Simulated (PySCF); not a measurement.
Atomic charges against the basis set

Species: C₄H₆N₂.
Cartesian coordinates in Å at the PBE0-D3(BJ)/def2-SVP level; atoms count from 1:
```xyz
12
C4H6N2 angstrom
C     -1.6684   -0.2979    0.1426
N     -0.2600   -0.0430   -0.0095
C      0.7440   -0.9782   -0.0497
C      1.9099   -0.2597   -0.1778
N      1.6439    1.0789   -0.2149
C      0.3423    1.1747   -0.1108
H     -1.8962   -0.7058    1.1396
H     -2.0211   -1.0084   -0.6195
H     -2.2200    0.6431    0.0178
H      0.5416   -2.0449    0.0131
H      2.9262   -0.6462   -0.2472
H     -0.2357    2.1001   -0.1046
```

PBE0 throughout (PySCF), one geometry, spherical d and f functions. Geometry: PBE0-D3(BJ)/def2-SVP; no solvent, vibrations or thermal averaging. Atoms taken as equivalent share a column and are averaged. The first 7 of 10 kinds of atom are listed.

Mulliken charges (e):

| basis | functions | C1 | N2 | C3 | C4 | N5 | C6 | H7/H8/H9 |
| --- | --- | --- | --- | --- | --- | --- | --- | --- |
| pcSseg-0 | 66 | -0.362 | -0.857 | +0.030 | -0.014 | -0.657 | +0.367 | +0.252 |
| cc-pVDZ | 114 | +0.027 | -0.219 | +0.015 | +0.008 | -0.246 | +0.151 | +0.066 |
| aug-cc-pVDZ | 192 | +0.804 | -0.229 | +0.647 | +0.383 | -0.521 | +0.373 | -0.152 |
| cc-pVTZ | 264 | -0.202 | +0.056 | -0.155 | -0.112 | -0.213 | -0.059 | +0.108 |
| IGLO-III | 270 | -0.335 | 0.000 | -0.062 | +0.006 | -0.414 | +0.144 | +0.138 |

IAO charges (e):

| basis | functions | C1 | N2 | C3 | C4 | N5 | C6 | H7/H8/H9 |
| --- | --- | --- | --- | --- | --- | --- | --- | --- |
| pcSseg-0 | 66 | -0.314 | -0.084 | -0.146 | -0.113 | -0.309 | +0.012 | +0.161 |
| cc-pVDZ | 114 | -0.309 | -0.072 | -0.154 | -0.097 | -0.321 | +0.021 | +0.156 |
| aug-cc-pVDZ | 192 | -0.318 | -0.073 | -0.160 | -0.098 | -0.338 | +0.022 | +0.160 |
| cc-pVTZ | 264 | -0.320 | -0.075 | -0.158 | -0.097 | -0.334 | +0.024 | +0.160 |
| IGLO-III | 270 | -0.320 | -0.076 | -0.160 | -0.098 | -0.339 | +0.024 | +0.161 |

Hirshfeld charges (e):

```csv
basis,functions,C1,N2,C3,C4,N5,C6,H7/H8/H9
pcSseg-0,66,-0.038,+0.013,-0.053,-0.050,-0.215,+0.022,+0.053
cc-pVDZ,114,-0.044,+0.006,-0.052,-0.049,-0.205,+0.024,+0.054
aug-cc-pVDZ,192,-0.053,-0.023,-0.046,-0.048,-0.218,+0.029,+0.060
cc-pVTZ,264,-0.051,-0.011,-0.048,-0.048,-0.214,+0.028,+0.058
IGLO-III,270,-0.053,-0.021,-0.046,-0.048,-0.218,+0.028,+0.060
```

Some averages cover members that differ in this geometry, most widely: H7/H8/H9, Mulliken in aug-cc-pVDZ -0.259 to -0.081 e.

**Question.** Which scheme is steadiest as the basis changes?

**Answer.** Largest range over the bases for any column: IAO 0.03 e, Hirshfeld 0.04 e, Mulliken 1.17 e. IAO and Hirshfeld charges move least and Mulliken charges most, counted in e.

**Question.** How much do the charges still move between the two largest bases, cc-pVTZ and IGLO-III?

**Answer.** At most, over all atoms: Mulliken 0.203 e, IAO 0.005 e, Hirshfeld 0.010 e.

**Question.** What do the same runs give for the total energy, the frontier levels and the dipole moment?

**Answer.** 
| basis | energy (Eh) | HOMO (eV) | LUMO (eV) | μ (D) |
| --- | --- | --- | --- | --- |
| pcSseg-0 | -264.6012 | -6.76 | 0.72 | 4.57 |
| cc-pVDZ | -265.2383 | -6.37 | 0.89 | 3.96 |
| aug-cc-pVDZ | -265.2537 | -6.57 | -0.22 | 4.12 |
| cc-pVTZ | -265.3083 | -6.51 | 0.64 | 4.02 |
| IGLO-III | -265.3198 | -6.57 | 0.42 | 4.12 |

The dipole is fixed by the density alone, so its range of 0.61 D shows that the density itself changes with the basis, not only its division among atoms.
